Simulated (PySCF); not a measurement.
NO2, SMILES [O]N=O (connectivity only; charge and spin as stated), charge -1, multiplicity 1. Coordinates come from a r2SCAN-D4/def2-TZVPD optimisation. The multiplicity is an assumed one; other spin states were not compared. The isomer is the one that the SMILES or the coordinates give; other isomers of the formula were not compared.

Computed with PySCF with r2SCAN-D4/def2-TZVPD.

Harmonic wavenumbers (cm⁻¹): 798, 1259, 1319. Rotational constants (GHz): 117.8, 13.80, 12.35; symmetry number 2.

Problem. Work out the zero-point energy and the ideal-gas rigid-rotor harmonic-oscillator thermochemistry at 298.15 K and 1 atm.

Solution. ZPE = ½ Σ hcν = ½ × 3375 cm⁻¹ = 20.19 kJ/mol. H − E(el) = 30.37 kJ/mol. Entropy in J/(mol K): translation 156.50, rotation 79.21, vibration 1.12, total 236.82. G − E(el) = -40.24 kJ/mol. Cp = 37.29 J/(mol K).
